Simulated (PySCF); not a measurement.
Species: (E)-crotonaldehyde, C₄H₆O.
Structure used (GFN2-xTB), in Å, numbered top down from 1:
```
atom  x, y, z in Å
C1    -1.754    0.024    0.045
C2    -0.334   -0.366   -0.134
C3     0.713    0.414    0.138
C4     2.087   -0.026   -0.057
O5     3.069    0.635    0.172
H6    -1.841    1.037    0.429
H7    -2.245   -0.663    0.733
H8    -2.282   -0.043   -0.907
H9    -0.164   -1.366   -0.516
H10    0.583    1.417    0.521
H11    2.175   -1.059   -0.452
```

Computed, not measured: TDDFT wB97X-D/def2-SVPD, vertical, gas phase, core orbitals frozen in the response in PySCF 2.14.0, density-fitted response routines.

Ground-to-excited transition dipoles (e·a0, same axes as the geometry; the sign carries no meaning), for the states with f of 0.002 or more among the lowest 8:

```csv
state,E (eV),μx,μy,μz
S2,6.239,1.870,0.402,0.112
S5,7.805,-0.406,-0.417,-0.149
S6,8.047,-0.005,0.094,-0.248
S7,8.308,0.080,-0.419,-0.160
S8,8.360,0.003,-0.044,0.120
```

Question: What oscillator strength does each state have?

Answer: f = (2/3) ΔE |μ|² with ΔE in hartree (27.2114 eV).

| state | \|μ\|² (au) | \|μ\| (D) | f |
| --- | --- | --- | --- |
| S2 | 3.671 | 4.87 | 0.561 |
| S5 | 0.361 | 1.53 | 0.069 |
| S6 | 0.070 | 0.67 | 0.014 |
| S7 | 0.207 | 1.16 | 0.042 |
| S8 | 0.016 | 0.32 | 0.003 |

Question: The point group is Cs. Which irreducible representation does each state belong to?

Answer: Polarised normal to the mirror plane, so A″: S6 and S8. Polarised in the mirror plane, so A′: S2, S5 and S7.

Question: What angle do the transition dipoles of S5 and S7 make?

Answer: |cos θ| = |μa·μb| / (|μa| |μb|) = 0.61, so θ ≈ 53° (taken between 0 and 90°, since the signs are arbitrary).

Question: What peak molar absorption coefficient would the strongest computed level give as a lone Gaussian band 0.5 eV wide at half height?

Answer: ε(max) = 2.175×10⁸ f / FWHM, with the width in cm⁻¹. S2: 2.175×10⁸ × 0.5611 / 4033 ≈ 30000 L mol⁻¹ cm⁻¹.

One conformer stands for the species.
